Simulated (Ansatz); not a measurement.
C3H7FO, SMILES `CCC(O)F`, relaxed with RKS PBE0-D4/def2-TZVP in Ansatz from a PBE-D4/def2-SVP geometry. The force threshold is 0.005 eV/Å; the program also tests the step.

Total charge 0; spin multiplicity 1.

Start:

```xyz
12

C    -1.129   -0.302    0.910
C    -0.031   -0.761   -0.047
C     0.652    0.382   -0.776
O     1.298    1.187    0.148
F     1.577   -0.147   -1.685
H    -1.591   -1.163    1.432
H    -1.939    0.236    0.374
H    -0.718    0.385    1.676
H     0.766   -1.311    0.498
H    -0.431   -1.453   -0.816
H    -0.077    0.964   -1.398
H     1.620    1.982   -0.316
```

| step | energy (eV) | largest force (eV/Å) | largest move (Å) |
| --- | --- | --- | --- |
| 1 | -7984.1338 | 0.649 | 0.000 |
| 2 | -7984.1770 | 0.199 | 0.024 |
| 3 | -7984.1813 | 0.032 | 0.013 |
| 4 | -7984.1815 | 0.021 | 0.005 |
| 5 | -7984.1816 | 0.005 | 0.005 |
| 6 | -7984.1816 | 0.004 | 0.006 |

End:

```xyz
12

C    -1.122   -0.298    0.899
C    -0.021   -0.762   -0.038
C     0.636    0.379   -0.767
O     1.303    1.176    0.135
F     1.541   -0.131   -1.689
H    -1.587   -1.149    1.401
H    -1.907    0.235    0.357
H    -0.726    0.372    1.663
H     0.763   -1.293    0.510
H    -0.415   -1.449   -0.792
H    -0.087    0.957   -1.361
H     1.623    1.963   -0.316
```

It took 10 s on 4 threads of an Intel Xeon 6975P-C on a shared host, with 0.47 GiB of host memory at the peak.
